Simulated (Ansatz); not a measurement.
An input meant for SiH2MeCl (CH₅ClSi) (charge 0, triplet; scaled by 0.92).

```yaml
crystal:
  periodic: [false, false, false]
  atoms:
    - {symbol: Si, position_ang: [0.415083, -0.595197, 0.300835]}
    - {symbol: H, position_ang: [0.400494, -0.643084, 1.663843]}
    - {symbol: H, position_ang: [1.704763, -0.646333, -0.140048]}
    - {symbol: C, position_ang: [-0.391388, 0.792734, -0.284329]}
    - {symbol: Xx, position_ang: [0.061480, 1.624484, 0.055548]}
    - {symbol: H, position_ang: [-1.347880, 0.808124, 0.022399]}
    - {symbol: H, position_ang: [-0.381584, 0.817522, -1.288550]}
    - {symbol: Cl, position_ang: [-0.460967, -2.158260, -0.329698]}
basis:
  gaussian: {orbitals: def2-SVPD}
magnetization: {spin_polarized: true, initial_magnetization: 2}
hamiltonian: {xc: {name: CAM-B3LYP}, dispersion: d3bjatm}
scf: {lower_state_search: light}
output: {forces: true}
```

```sh
$ ansatz run in.yaml --threads 4 --pin off --events-out ev --progress --plain --max-ram 3916MiB
```

Shortened log:

```
Error: YAML parse error: error: line 8 column 16: `Xx` is not an element symbol (H … Og, case-exact)
 6 |     - {symbol: H, position_ang: [1.704763, -0.646333, -0.140048]}
 7 |     - {symbol: C, position_ang: [-0.391388, 0.792734, -0.284329]}
 8 |     - {symbol: Xx, position_ang: [0.061480, 1.624484, 0.055548]}
 9 |     - {symbol: H, position_ang: [-1.347880, 0.808124, 0.022399]}
10 |     - {symbol: H, position_ang: [-0.381584, 0.817522, -1.288550]}
```

Task: Something in this input is off. What?

Result: An element symbol is wrong. The program refused the input.
